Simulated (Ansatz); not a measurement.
C2H4ClF, SMILES `FCCCl` at its PBE0-D4/def2-TZVP geometry, where that method's forces vanish. Total charge 0; spin multiplicity 1.

```xyz
8

F     1.2282   -1.2579   -0.0827
C     0.1340   -0.6195    0.4531
C    -0.2975    0.5238   -0.4188
Cl    0.8891    1.8478   -0.4265
H    -0.6841   -1.3460    0.5198
H     0.3951   -0.2737    1.4568
H    -0.4245    0.1948   -1.4498
H    -1.2404    0.9306   -0.0518
```

Problem. What forces (eV/Å) does B3LYP-D4/def2-TZVPP give on these atoms in the Gaussian-basis code of Ansatz? (An estimate is asked.)

Solution. Ansatz gave: 
```
F1   0.334 -0.204 -0.153
C2  -0.332  0.039  0.304
C3  -0.350 -0.137 -0.129
Cl4  0.271  0.322 -0.013
H5   0.053  0.032  0.009
H6  -0.019 -0.034 -0.055
H7  -0.009  0.017  0.071
H8   0.052 -0.035 -0.033
```

B3LYP here is the variant with VWN-RPA as its local correlation; programs differ in this.
